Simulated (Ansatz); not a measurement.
Results of HSE06 (Ansatz, an electronic-structure program, PAW) for antifluorite Mg₂Ge.

Run with plane-wave cutoff 520 eV, 8×8×8 k mesh, scalar-relativistic PAW data made under PBE.

Cell (relaxed at this level):

```
CELL_PARAMETERS angstrom
      0.00000     3.19088     3.19088
      3.19088     0.00000     3.19088
      3.19088     3.19088     0.00000
ATOMIC_POSITIONS crystal
  Mg 0.25000 0.25000 0.25000
  Mg 0.75000 0.75000 0.75000
  Ge 0.00000 0.00000 0.00000
```

Question: Give the computed elastic constant C12, Voigt–Reuss–Hill bulk modulus, Voigt–Reuss–Hill shear modulus (Hill average), elastic constant C11 and elastic constant C44.

Answer: 
- elastic constant C12 = 21.8 GPa
- Voigt–Reuss–Hill bulk modulus = 54.5 GPa
- Voigt–Reuss–Hill shear modulus (Hill average) = 47.6 GPa
- elastic constant C11 = 120 GPa
- elastic constant C44 = 46.6 GPa

Elastic constants are with the ions relaxed.

Computing time: around 70 core-minutes (rough).
